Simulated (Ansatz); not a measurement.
# H₂S, singlet along the angle H2-S1-H3

Starting geometry (PBE0/def2-TZVP stationary point for this spin, not checked as a minimum):

```
atom   x (Å)    y (Å)    z (Å)
   S  0.0000  -0.0550   0.0000
   H  0.0000   0.8742  -0.9672
   H  0.0000   0.8742   0.9672
```

From there the angle named below is changed in its plane at fixed bond lengths, both arms turning rigidly about the middle atom; atoms are numbered as listed. Energies are in kJ/mol, counted from the starting geometry at the same level.

Basis cc-pVDZ; Ansatz 0.2.0. Only valence electrons are correlated (noble-gas cores frozen). R marks a restricted (for open shells ROHF) determinant.

Full CI is exact within this basis and frozen core; it isn't the basis-set limit.

```tsv
angle H2-S1-H3 (°)	RHF
70.7	44.8
91.5	0.3
92.3	0.0
107.8	14.6
125.3	72.9
141.0	155.1
158.7	262.5
180.0	336.7
```

**Question.** Estimate the full CI curve in cc-pVDZ from this one, knowing how RHF errs.

**Answer.** The computed full CI values, in kJ/mol from the starting point, and the error of RHF against them:
```csv
angle H2-S1-H3 (°),full CI,RHF less full CI
70.7,34.2,10.6
91.5,0.1,0.2
92.3,0.0,0.0
107.8,16.3,-1.7
125.3,71.2,1.7
141.0,145.8,9.4
158.7,239.9,22.6
180.0,302.1,34.6
```

The error spans 36.3 kJ/mol and is largest, 34.6 kJ/mol, at 180.0 °.
